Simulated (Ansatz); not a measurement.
Process, species as SMILES: N (NH3) + H+ → [NH4+]
B3LYP-D3(BJ)/def2-TZVP geometries, fixed; electronic energies without zero-point terms; positive where energy is released.

Basis-set convergence of the proton affinity at HF with Ansatz (a first-principles code). Cartesian d functions, on some or all atoms, in 6-31G**; all else is spherical. No added dispersion term, no relativity. Functions are those of the species that has most. Reference: the value in aug-cc-pVQZ, 215.86 kcal/mol, itself unsure by roughly 0.10 kcal/mol (its mean distance from def2-QZVPPD, pcseg-3, def2-QZVPP).

| basis | functions | proton affinity (kcal/mol) |
|---|---|---|
| 6-31G | 17 | 222.38 |
| cc-pVDZ | 34 | … |
| 6-31G** | 35 | 219.50 |
| 6-311++G(2d,2p) | 67 | 215.85 |
| def2-TZVPD | 73 | 215.44 |
| pcseg-2 | 86 | … |
| jun-cc-pV(T+d)Z | 95 | … |
| def2-TZVPPD | 105 | 215.90 |
| 6-311++G(3df,3pd) | 111 | 215.45 |
| aug-cc-pVTZ | 138 | … |
| def2-QZVPP | 177 | 216.00 |
| pcseg-3 | 192 | 215.98 |
| aug-cc-pVQZ | 264 | 215.86 |

Q: Fill in the missing entries.

A: 
- cc-pVDZ, proton affinity (kcal/mol): 219.29
- pcseg-2, proton affinity (kcal/mol): 216.18
- jun-cc-pV(T+d)Z, proton affinity (kcal/mol): 215.79
- aug-cc-pVTZ, proton affinity (kcal/mol): 215.76
